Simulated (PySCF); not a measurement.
**SMILES ClC=C=CCl, C3H2Cl2**

Molfile (atoms numbered from 1):
```
C3H2Cl2
     RDKit          3D

  7  6  0  0  0  0  0  0  0  0999 V2000
   -2.4610   -0.5827    0.7389 Cl  0  0  0  0  0  0  0  0  0  0  0  0
   -1.2652    0.2337   -0.2006 C   0  0  0  0  0  0  0  0  0  0  0  0
    0.0095    0.0886   -0.0109 C   0  0  0  0  0  0  0  0  0  0  0  0
    1.2877   -0.0212    0.1781 C   0  0  0  0  0  0  0  0  0  0  0  0
    2.2614   -1.2071   -0.6120 Cl  0  0  0  0  0  0  0  0  0  0  0  0
   -1.6783    0.8777   -0.9673 H   0  0  0  0  0  0  0  0  0  0  0  0
    1.8431    0.6220    0.8499 H   0  0  0  0  0  0  0  0  0  0  0  0
  1  2  1  0
  2  3  2  0
  3  4  2  0
  4  5  1  0
  2  6  1  0
  4  7  1  0
M  END
```

Theory: TDDFT CAM-B3LYP/aug-cc-pVTZ circular dichroism and optical rotation, one conformer, gas phase in PySCF. Geometry: PBE0-D3(BJ)/def2-TZVP.

No stereocentre is labelled: unless the shape is locked (an allene, a helicene, a hindered biaryl), the mirror image is equally populated and a measured rotation or CD is zero.

Which excitations and rotatory strengths does the calculation give?

Rotatory strengths R in 10⁻⁴⁰ esu² cm², velocity form and length form (origin at the centre of mass); f in length form.
| state | E (eV) | λ (nm) | f | R (velocity) | R (length) | main |
| --- | --- | --- | --- | --- | --- | --- |
| 1 | 5.14 | 241 | 0.0001 | -4.3 | -4.3 | HOMO−1→LUMO+1 0.44, HOMO→LUMO 0.42 |
| 2 | 5.27 | 235 | 0.0002 | +0.1 | +0.2 | HOMO→LUMO+1 0.44, HOMO−1→LUMO 0.43 |
| 3 | 6.16 | 201 | 0.002 | -4.8 | -4.6 | HOMO→LUMO+1 0.48, HOMO−1→LUMO 0.40 |
| 4 | 6.72 | 184 | 0.087 | -93.0 | -92.5 | HOMO→LUMO+2 0.58, HOMO→LUMO 0.18 |
| 5 | 6.74 | 184 | 0.001 | -0.4 | -0.4 | HOMO−1→LUMO+2 0.68, HOMO−1→LUMO 0.10 |
| 6 | 6.79 | 183 | 0.980 | +216.2 | +210.3 | HOMO−1→LUMO+1 0.45, HOMO→LUMO 0.29 |
| 7 | 7.10 | 175 | 0.008 | +17.1 | +17.0 | HOMO−2→LUMO 0.75, HOMO−2→LUMO+2 0.12 |
| 8 | 7.12 | 174 | 0.0002 | +1.3 | +1.4 | HOMO−2→LUMO+1 0.80 |
| 9 | 7.26 | 171 | 0.0003 | -3.0 | -2.9 | HOMO−3→LUMO 0.73, HOMO−3→LUMO+2 0.11 |
| 10 | 7.28 | 170 | 0.0007 | +5.7 | +5.4 | HOMO−3→LUMO+1 0.83 |
| 11 | 7.45 | 167 | 0.013 | +3.9 | +3.9 | HOMO−1→LUMO+3 0.38, HOMO−1→LUMO+5 0.16 |
| 12 | 7.47 | 166 | 0.003 | -0.6 | -0.6 | HOMO→LUMO+3 0.41, HOMO−1→LUMO+4 0.14 |

Among the states computed, the strongest CD band (largest |R|) is state 6. The largest dissymmetry factor in size, g = 4R/(D+G), with D and G the electric and magnetic dipole strengths, is -0.36 for state 1 (velocity form, f = 9e-05), among bands with |R| over 0.5. The mirror image has the same energies and oscillator strengths and all R with the opposite sign.
